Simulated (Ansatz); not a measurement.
A made-up structure of CH3MgN, closed shell:

```
6
angstrom
C -0.6241 -0.2689 -1.1365
N -0.0382 -0.0167 -0.0686
Mg 0.8426 0.3626 1.5341
H 0.3319 0.8648 0.2869
H -0.9502 0.5133 -1.8495
H 1.6400 0.7068 2.9865
```

It is relaxed with PBE-D4/def2-SVP and then PBE0-D4/def2-TZVP (Ansatz 0.2.0). Atoms count as bonded within 1.22 times the sum of their covalent radii (H–H: 0.88 Å). The end point is not checked to be a true minimum.

Task: Does its bonding change? (A judgement: the text doesn't fix the answer.)

Result: By the calculation: Yes. Formed: C1–Mg3; broken: Mg3–H4.

Where it ends: The first stage lowers the energy by 3.48 eV in 16 steps. It ends as CH₃MgN ([CH]1[NH][MgH]1):
```xyz
6
angstrom
C -0.1962 -0.1616 -0.3878
N 0.0344 1.0843 -0.1110
Mg 0.7784 -0.0205 1.4272
H -0.2685 1.8037 -0.7712
H -0.7132 -0.3954 -1.3308
H 1.5670 -0.1485 2.9265
```

Labels in which every atom is bracketed show which atoms are joined, not bond orders.

For scale, one of the runs: PBE0-D4/def2-TZVP relaxation, 112 basis functions, launched by `ansatz run in.yaml --threads 2 --pin off --events-out ev --progress --plain --max-ram 4352MiB`. Hardware: 2 CPU threads of an Arm Neoverse V2, shared host. Wall time about 8.5 s.
